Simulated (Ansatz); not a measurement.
**FH₅OSi (SMILES O.[SiH3]F): molecular dynamics**

Aim: follow the atoms for 60 steps of 0.75 fs with a Nosé-Hoover thermostat, with velocities drawn for 1000 K.

Method: PBE0-D4/def2-SVP; program: Ansatz 0.2.0, Gaussian basis.

116 further runs of the same task are left out: 116 set aside as unsound or not needed.

**1. The starting structure**

The start, a pair relaxed at PBE0-D4: SMILES `O.[SiH3]F`, 8 atoms, charge 0, spin multiplicity 1.

Atoms are counted from 1 here; the program's logs count them from 0.

Bond lengths: O1–H2 0.960 Å, O1–H3 0.962 Å, Si4–F5 1.611 Å, Si4–H6 1.485 Å, Si4–H7 1.477 Å, Si4–H8 1.479 Å. Angles: H2–O1–H3 105.3°, F5–Si4–H6 105.9°, F5–Si4–H7 109.5°, F5–Si4–H8 109.1°, H6–Si4–H7 110.1°, H6–Si4–H8 109.5°, H7–Si4–H8 112.4°.

Coordinates:

```
O    -0.0114    0.4093   -1.8338
H     0.8548    0.4214   -2.2473
H    -0.2497   -0.5201   -1.7708
Si   -0.1102   -0.0131    1.1755
F    -0.4183   -1.3587    0.3456
H    -0.2182   -0.3852    2.6089
H    -1.1168    1.0142    0.8394
H     1.2698    0.4324    0.8823
```

**2. The run**

The input, md/in.yaml:

```yaml
crystal:
  periodic: [false, false, false]
  atoms:
    - {symbol: O, position_ang: [-0.011355, 0.409264, -1.833751]}
    - {symbol: H, position_ang: [0.854762, 0.421380, -2.247347]}
    - {symbol: H, position_ang: [-0.249662, -0.520111, -1.770756]}
    - {symbol: Si, position_ang: [-0.110235, -0.013138, 1.175517]}
    - {symbol: F, position_ang: [-0.418271, -1.358735, 0.345577]}
    - {symbol: H, position_ang: [-0.218159, -0.385197, 2.608896]}
    - {symbol: H, position_ang: [-1.116849, 1.014190, 0.839430]}
    - {symbol: H, position_ang: [1.269769, 0.432449, 0.882333]}
basis:
  gaussian: {orbitals: def2-SVP}
hamiltonian: {xc: pbe0, dispersion: d4}
md: {n_steps: 60, timestep: 0.75, temperature: 1000, ensemble: nvt_nose_hoover, seed: 651, initial_velocities: maxwell_boltzmann}
```

Started as:

```sh
ansatz run in.yaml --threads 4 --pin off --events-out ev --progress --plain --max-ram 9574MiB
```

**Question.** What will these runs give? Wanted: temperature at the start; mean temperature, second half; lowest and highest potential energy, from the first frame; largest change of potential + kinetic.

**Answer**, as computed:

| quantity | value |
| --- | --- |
| length | 60 steps, 45.0 fs |
| temperature at the start | 1000 K |
| mean temperature, second half | 633 K |
| lowest and highest potential energy, from the first frame | 0 and 468 meV |
| largest change of potential + kinetic | 40.3 meV |

What this shows: The thermostat trades energy with the molecule, so the sum of potential and kinetic energy isn't conserved: it changes by +40 meV over the run. The mean temperature of the second half is still well below the 1000 K set. The instant temperature ranges from 419 to 1000 K, as energy passes between motion and strain. The bonding pattern stays as it was.
